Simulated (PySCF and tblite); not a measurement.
Values are calculated unless marked as measured or tabulated.
Molecule: 2-methyl-1,3-dioxolane, C4H8O2, numbered as in [CH3:1][CH:2]1[O:3][CH2:4][CH2:5][O:6]1; H are named by their carrier, a and b as at the first point (Å):

```
C1       1.943   -0.086   -0.113
C2       0.617    0.099    0.617
O3      -0.200   -1.052    0.540
C4      -1.292   -0.752   -0.301
C5      -1.430    0.763   -0.139
O6      -0.095    1.177    0.048
H1a      2.549    0.805    0.014
H1b      1.760   -0.245   -1.173
H1c      2.460   -0.947    0.298
H2       0.803    0.290    1.690
H4a     -1.063   -1.018   -1.342
H4b     -2.158   -1.317    0.044
H5a     -2.035    1.009    0.745
H5b     -1.830    1.270   -1.017
```

The ring 2–3–4–5–6 is held at Altona–Sundaralingam phase angles P (ν_j = ν_max cos(P + 144°(j − 2)), ν_j about the bond from ring atom j to j + 1, counted from 0) and the rest relaxed at GFN2-xTB. Energies: PBE0/pcSseg-1 + D3(BJ). Couplings: B3LYP/6-31G* with H pcJ-1, gas phase, for ¹H. (tblite 0.8, PySCF 2.14.)

How do the most sensitive couplings change along the phase angle P?


| phase angle P ° | ³J(H4b,H5b) | ³J(H4a,H5a) | ³J(H4b,H5a) | ³J(H4a,H5b) | ⁴J(H2,H4b) | ⁴J(H2,H5b) | ²J(H5a,H5b) | ²J(H4a,H4b) |
| --- | --- | --- | --- | --- | --- | --- | --- | --- |
| 0 | 0.1 | 10.1 | 6.0 | 5.9 | -1.2 | -1.3 | -7.6 | -7.4 |
| 72 | 3.0 | 7.8 | 9.9 | 8.9 | 0.4 | -1.4 | -8.1 | -6.8 |
| 144 | 10.0 | 0.6 | 7.3 | 6.9 | 0.3 | 0.2 | -6.6 | -8.3 |
| 216 | 10.0 | 0.8 | 7.4 | 7.5 | -0.6 | -0.8 | -8.1 | -6.8 |
| 288 | 3.2 | 7.7 | 9.3 | 9.7 | -1.4 | -1.0 | -6.9 | -7.9 |
Values in Hz.

Set ³J(H4b,H5b) against its H–C–C–H torsion.

-151°: 10.0 Hz, -149°: 10.0 Hz, -113°: 3.2 Hz, -112°: 3.0 Hz, -93°: 0.1 Hz.

With the energies 0.64, 0.00, 0.21, 1.13, 1.42 kcal/mol at these points, what are the Boltzmann averages at 298 K?

³J(H4b,H5b) 5.2, ³J(H4a,H5a) 5.5, ³J(H4b,H5a) 8.3, ³J(H4a,H5b) 7.8, ⁴J(H2,H4b) 0.0, ⁴J(H2,H5b) -0.8, ²J(H5a,H5b) -7.5, ²J(H4a,H4b) -7.4 Hz, over these points alone; points not sampled, such as mirror images that interchange a and b, would even out couplings that symmetry makes equal.
